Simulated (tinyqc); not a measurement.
Orbital energy against energy difference: ionisation energy by orbital energies and by energy differences in the 6-31g basis, for LiH, spin multiplicity 1. Computed by the program tinyqc with PySCF. 

Geometry (angstrom):
```
atom,x,y,z
Li,0.0000,0.0000,0.0000
H,0.0000,0.0000,1.5510
```

CCSD(T) difference in the same basis = 7.6439 eV

IP-EOM-CCSD = 7.6438 eV

The cation is unrestricted; errors are against CCSD(T) in this basis, not against experiment.

First vertical ionisation energy (eV):
```
method,-e(HOMO),E(cation) - E,error of -e(HOMO),error of the difference
HF,8.248,7.13850,0.605,-0.505
LDA,4.467,8.34240,-3.177,0.699
PBE,4.463,8.18326,-3.180,0.539
B3LYP,5.402,8.42181,-2.242,0.778
PBE0,5.539,8.14041,-2.105,0.497
CAM-B3LYP,6.944,8.40211,-0.700,0.758
LC-wPBE,8.260,8.21614,0.616,0.572
```

Koopmans errs by +0.60 eV and Delta-HF by -0.51 eV: relaxation, 1.11 eV, lowers the value and the missing correlation difference works against it. The PBE level is off by -3.2 eV through the wrong tail of its potential, though its energy difference is off by +0.54 eV; exact exchange deepens the level, and among the orbital energies HF comes closest; among the differences PBE0 does.
